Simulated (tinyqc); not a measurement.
Extended Hueckel theory, for LiH, step by step. One step of it, computed by the program tinyqc.

Question. Wolfsberg-Helmholz matrix. H_ij = K' S_ij (H_ii + H_jj)/2 for i != j (the diagonal keeps H_ii), with K' = 1.75.

overlap S, order 1Li 2s, 1Li 2px, 1Li 2py, 1Li 2pz, 2H 1s:
```
[[1.000000, 0.000000, 0.000000, 0.000000, 0.378354],
 [0.000000, 1.000000, 0.000000, 0.000000, 0.000000],
 [0.000000, 0.000000, 1.000000, 0.000000, 0.000000],
 [0.000000, 0.000000, 0.000000, 1.000000, 0.490474],
 [0.378354, 0.000000, 0.000000, 0.490474, 1.000000]]
```

diagonal H_ii (eV): [-5.400000, -3.500000, -3.500000, -3.500000, -13.600000]

K = 1.750000

Give: H.

Answer.

H (eV), order 1Li 2s, 1Li 2px, 1Li 2py, 1Li 2pz, 2H 1s:
```
[[-5.400, 0.000, 0.000, 0.000, -6.290],
 [0.000, -3.500, 0.000, 0.000, 0.000],
 [0.000, 0.000, -3.500, 0.000, 0.000],
 [0.000, 0.000, 0.000, -3.500, -7.339],
 [-6.290, 0.000, 0.000, -7.339, -13.600]]
```
